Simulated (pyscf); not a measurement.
**Substitution at O: HO–Si(OH)(F)–F + H• → H₂O + HO–Si•(F)–F**

Gas phase, doublet surface, charge 0. Bonds broken: O1–Si2. Bonds formed: O1–H8. Structures and frequencies: ωB97X-D3(BJ)/def2-SVP in PySCF.

Transition state (Å):

```xyz
8

O     -0.2780     1.1488    -0.8772
Si    -1.1272     0.1417     0.4114
O     -0.6776    -1.3600    -0.0694
F     -2.7095     0.3557     0.1312
F     -0.9107     0.1320     2.0161
H     -0.4187     2.1114    -0.7415
H     -0.7311    -1.5749    -1.0066
H      0.0488     1.0216    -1.9825
```

One imaginary mode, 1663i cm⁻¹; descent along it reached the two sides named, in the forms told below.

| bond | change | reactant side (Å) | saddle | product side |
|---|---|---|---|---|
| O1–Si2 | breaks | 1.635 | 1.843 | 3.4 |
| O1–H8 | forms | 3.2 | 1.160 | 0.966 |

Electronic energies relative to the separated reactants (eV):

| level | barrier | reaction energy | reverse barrier |
|---|---|---|---|
| ωB97X-D3(BJ)/def2-TZVP | 1.69 | +0.85 | 0.84 |
| PBE/def2-TZVP | 1.01 | +0.56 | 0.45 |
| r²SCAN/def2-TZVP | 1.23 | +0.71 | 0.52 |
| B3LYP-D3(BJ)/def2-TZVP | 1.26 | +0.66 | 0.60 |
| PBE0-D3(BJ)/def2-TZVP | 1.36 | +0.73 | 0.62 |
| M06-2X/def2-TZVP | 1.57 | +0.87 | 0.70 |
| ωB97M-D3(BJ)/def2-TZVP | 1.54 | +0.85 | 0.69 |
| HF/def2-TZVP | 2.66 | +1.07 | 1.59 |

With ωB97M-D3(BJ)/def2-TZVP energies and thermal terms (ideal gas, 1 atm, RRHO with modes under 100 cm⁻¹ raised to 100, one conformer, R ln 2 for chiral ones without a mode under 150 cm⁻¹), in eV:

| T (K) | ΔH‡ | ΔG‡ | ΔH | ΔG |
|---|---|---|---|---|
| 298 | 1.53 | 1.82 | +1.02 | +0.86 |
| 600 | 1.50 | 2.12 | +0.97 | +0.71 |
| 900 | 1.49 | 2.43 | +0.91 | +0.59 |
| 1200 | 1.47 | 2.75 | +0.85 | +0.49 |

On the product side the descent ends in a bound adduct, 0.38 eV under the separated species and 1.22 eV under the saddle at ωB97X-D3(BJ)/def2-TZVP. One saddle was located; it need not be the lowest between these sides. The angle at the attacked O is 137°.
